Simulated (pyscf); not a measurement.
## Hydrogen abstraction: H₃C–N(CH₃)–Si(OH)(OH)–OH (SMILES CN(C)[Si](O)(O)O) + H• (SMILES [H]) -> H₃C–N(CH₃)–Si(O•)(OH)–OH (SMILES CN(C)[Si]([O])(O)O) + H₂ (SMILES [H][H])

Gas phase, doublet surface, charge 0. Bonds broken: O5–H14. Bonds formed: H14–H17. Single points on ωB97X-D3(BJ)/def2-SVP structures (PySCF, gas phase).

Transition state (Å):

```xyz
17

C      0.5223     0.7027     1.7412
N     -0.0162     0.6690     0.3972
C     -0.1885     1.9678    -0.2250
Si     0.0055    -0.7381    -0.5679
O      1.3991    -0.9539    -1.5088
O     -0.1791    -2.0122     0.4775
O     -1.1464    -0.6820    -1.7540
H      1.5355     1.1540     1.7742
H     -0.1271     1.2996     2.4077
H      0.5813    -0.3164     2.1482
H     -0.6388     1.8504    -1.2219
H      0.7716     2.5091    -0.3399
H     -0.8617     2.6047     0.3781
H      2.4648    -0.5233    -0.7537
H      0.2160    -2.8390     0.1816
H     -2.0498    -0.8325    -1.4569
H      2.9114    -0.2416    -0.0982
```

One imaginary mode, 1031i cm⁻¹; descent along it reached the two sides named.

| bond | change | reactant side (Å) | saddle | product side |
|---|---|---|---|---|
| O5–H14 | breaks | 0.961 | 1.375 | 2.296 |
| H14–H17 | forms | 2.6 | 0.842 | 0.764 |

Electronic energies relative to the separated reactants (kcal/mol):

```json
[
 {"level": "ωB97X-D3(BJ)/def2-TZVP", "barrier": "20.1", "reaction energy": "+10.2", "reverse barrier": "9.9"},
 {"level": "PBE/def2-TZVP", "barrier": "12.7", "reaction energy": "-0.6", "reverse barrier": "13.2"},
 {"level": "r²SCAN/def2-TZVP", "barrier": "13.5", "reaction energy": "-0.4", "reverse barrier": "13.9"},
 {"level": "B3LYP-D3(BJ)/def2-TZVP", "barrier": "13.9", "reaction energy": "+0.9", "reverse barrier": "13.0"},
 {"level": "PBE0-D3(BJ)/def2-TZVP", "barrier": "18.8", "reaction energy": "+8.0", "reverse barrier": "10.8"},
 {"level": "M06-2X/def2-TZVP", "barrier": "23.5", "reaction energy": "+12.7", "reverse barrier": "10.9"},
 {"level": "ωB97M-D3(BJ)/def2-TZVP", "barrier": "20.8", "reaction energy": "+10.8", "reverse barrier": "10.0"},
 {"level": "HF/def2-TZVP", "barrier": "27.3", "reaction energy": "+14.8", "reverse barrier": "12.5"}
]
```

With ωB97M-D3(BJ)/def2-TZVP energies and thermal terms (ideal gas, 1 atm, RRHO with modes under 100 cm⁻¹ raised to 100, one conformer, R ln 2 for chiral ones without a mode under 150 cm⁻¹), in kcal/mol:

| T (K) | ΔH‡ | ΔG‡ | ΔH | ΔG |
|---|---|---|---|---|
| 298 | 18.4 | 25.1 | +9.7 | +8.4 |
| 600 | 18.1 | 31.9 | +9.6 | +7.1 |
| 900 | 17.9 | 38.9 | +9.2 | +5.9 |
| 1200 | 17.7 | 45.9 | +8.7 | +4.8 |

H₃C–N(CH₃)–Si(O•)(OH)–OH lies 20.6 kcal/mol over its isomer •H₂C–N(CH₃)–Si(OH)(OH)–OH (electronic energy, ωB97M-D3(BJ)/def2-TZVP). One saddle was located; it need not be the lowest between these sides. The angle at the transferred H is 161°.
